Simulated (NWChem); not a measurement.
# Exact exchange and the HOMO–LUMO gap of C2H6S2 (dimethyl disulfide)

C2H6S2: 10 atoms, total charge 0, spin state singlet. SMILES: `CSSC`. Geometry: relaxed at PBE0-D4/def2-TZVP. This is one conformer, not always the lowest.

The HOMO–LUMO gap y, in eV, basis cc-pVDZ; a is the functional's share of exact exchange. Programs: NWChem 7.3.0.

| functional | program | a | y (eV) |
| --- | --- | --- | --- |
| TPSS | NWChem | 0 | 4.77 |
| BLYP | NWChem | 0 | 4.52 |
| B3LYP | NWChem | 0.2 | 6.30 |
| PBE0 | NWChem | 0.25 | ? |
| BHLYP | NWChem | 0.5 | 8.99 |

Task: Fit y = c + s·a to the known rows and predict PBE0.

Result: 
1. Means of the 4 rows: a = 0.1750, y = 6.145.
2. Σ(Δa)² = 0.1675, Σ(Δa·Δy) = 1.4535, so the slope is 1.4535/0.1675 = 8.6776.
3. Intercept: 6.145 − (8.6776) × 0.1750 = 4.626. The largest residual of the fit is 0.14.
4. PBE0: 4.626 + (8.6776) × 0.25 = 6.80 eV.

The run gave 6.74 eV, so the prediction is off by +0.06 eV, within the scatter of the fit. Exact exchange lowers occupied levels and raises empty ones. The rows mix families of semi-local functionals, which the line can't see.
